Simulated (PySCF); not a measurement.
A structure optimised at TPSSh-D3(BJ)/def2-SVP, used in a PySCF frequency run:

```xyz
12

C     -1.3993     0.0000     0.0000
C     -0.6997    -1.2119     0.0000
C      0.6997    -1.2119     0.0000
C      1.3993     0.0000     0.0000
C      0.6997     1.2119     0.0000
C     -0.6997     1.2119     0.0000
H     -2.4921     0.0000     0.0000
H     -1.2461    -2.1582     0.0000
H      1.2461    -2.1582     0.0000
H      2.4921     0.0000     0.0000
H      1.2461     2.1582     0.0000
H     -1.2461     2.1582     0.0000
```

Q: Write its SMILES, formula and point group.

A: c1ccccc1, C6H6, D6h

Q: What are its rotational constants (standard atomic weights)?

A: 5.6569, 5.6569, 2.8285 GHz
